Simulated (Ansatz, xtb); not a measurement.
**Two isomers of C4H6ClF**

Structure I is `C/C(=C\Cl)CF`, a singlet and structure II is `C/C(F)=C(\C)Cl`, a singlet. Both are isolated molecules in the gas phase, relaxed with PBE0-D3(BJ)/def2-SVP, each in the lowest conformer that the search found.

Problem. Estimate which is lower in electronic energy at CCSD(T)/def2-SVP + ΔMP2/def2-TZVPP, and by roughly how much.

Solution. The CCSD(T)/def2-SVP + ΔMP2/def2-TZVPP calculation puts structure II lower, by 2.7 kcal/mol.

The same difference at several levels:

```tsv
level	geometry	E(II) − E(I) (kcal/mol)	departure from the last row (kcal/mol)	job, with rough time for the two
GFN2-xTB	GFN2-xTB	−2.6	+0.1	optimisation, 0.095 s
HF/STO-3G	GFN2-xTB	−8.1	−5.4	single point, 0.3 s
r2SCAN-D4/def2-SVP	GFN2-xTB	−4.7	−1.9	single point, 2.2 s
PBE0-D3(BJ)/def2-SVP	PBE0-D3(BJ)/def2-SVP	−4.2	−1.4	optimisation, 24 s
HF/def2-SVP	PBE0-D3(BJ)/def2-SVP	−1.1	+1.7	part of the CCSD(T) run
MP2/def2-SVP	PBE0-D3(BJ)/def2-SVP	−3.4	−0.7	part of the CCSD(T) run
CCSD(T)/def2-SVP	PBE0-D3(BJ)/def2-SVP	−2.9	−0.2	single point
CCSD(T)/def2-SVP + ΔMP2/def2-TZVPP	PBE0-D3(BJ)/def2-SVP	−2.7		single point, 23 s
```

As drawn, both hold the same kinds of bond in the same numbers. Structure I has 1 methyl group, II 2.

None of the levels shown reverses the order. The largest departure from CCSD(T)/def2-SVP + ΔMP2/def2-TZVPP is that of HF/STO-3G, 5.4 kcal/mol. The last row adds to CCSD(T) the change of the MP2 difference between the two basis sets, here +0.2 kcal/mol.

With thermal terms from frequencies at re-optimised GFN2-xTB minima (ideal gas, soft modes damped towards free rotors, one conformer each, 298.15 K, 1 atm): the zero-point term adds −0.3 kcal/mol; ΔH is −2.7 and ΔG −3.2 kcal/mol.

The correlated steps freeze 10 core orbitals. Programs: Ansatz 0.2.0, xtb 6.7.1; the last row on 2 threads of Intel(R) Xeon(R) 6975P-C (Granite Rapids) on a shared host.
